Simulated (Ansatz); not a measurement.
`CC(F)CCl`. Total charge 0; spin multiplicity 1. Geometry: relaxed with PBE0-D4/def2-TZVP. It is one conformer, not always the lowest.

```xyz
11

C    -0.165    0.944   -0.879
C    -0.582   -0.092    0.128
F    -1.418   -1.016   -0.495
C     0.560   -0.900    0.710
Cl    1.590    0.113    1.744
H    -1.043    1.453   -1.279
H     0.375    0.475   -1.704
H     0.485    1.685   -0.411
H    -1.157    0.360    0.942
H     0.170   -1.708    1.325
H     1.186   -1.314   -0.081
```

Question: What is the dipole moment at B3LYP/def2-TZVPP? (Estimate.)

Answer: Computed: 0.50 D, with components (0.09, 0.34, -0.37) D in this frame, pointing from negative to positive charge.

Question: And with PBE, r2SCAN, ωB97M-V? (Best estimate.)

Answer: Ansatz gave: PBE 0.49 D, r2SCAN 0.53 D, ωB97M-V 0.50 D.

Question: Give the Mulliken charges with B3LYP, r2SCAN, PBE in def2-TZVPP. (Best estimate.)

Answer: Computed: 
```json
{"atom": "C1", "B3LYP": "-0.24", "r2SCAN": "-0.15", "PBE": "-0.24"}
{"atom": "C2", "B3LYP": "0.19", "r2SCAN": "0.23", "PBE": "0.15"}
{"atom": "F3", "B3LYP": "-0.25", "r2SCAN": "-0.25", "PBE": "-0.21"}
{"atom": "C4", "B3LYP": "-0.10", "r2SCAN": "0.00", "PBE": "-0.10"}
{"atom": "Cl5", "B3LYP": "-0.16", "r2SCAN": "-0.17", "PBE": "-0.15"}
{"atom": "H6", "B3LYP": "0.10", "r2SCAN": "0.06", "PBE": "0.09"}
{"atom": "H7", "B3LYP": "0.08", "r2SCAN": "0.05", "PBE": "0.08"}
{"atom": "H8", "B3LYP": "0.09", "r2SCAN": "0.06", "PBE": "0.08"}
{"atom": "H9", "B3LYP": "0.06", "r2SCAN": "0.01", "PBE": "0.05"}
{"atom": "H10", "B3LYP": "0.13", "r2SCAN": "0.09", "PBE": "0.13"}
{"atom": "H11", "B3LYP": "0.11", "r2SCAN": "0.07", "PBE": "0.11"}
```

B3LYP here is the variant with VWN-RPA as its local correlation; programs differ in this.
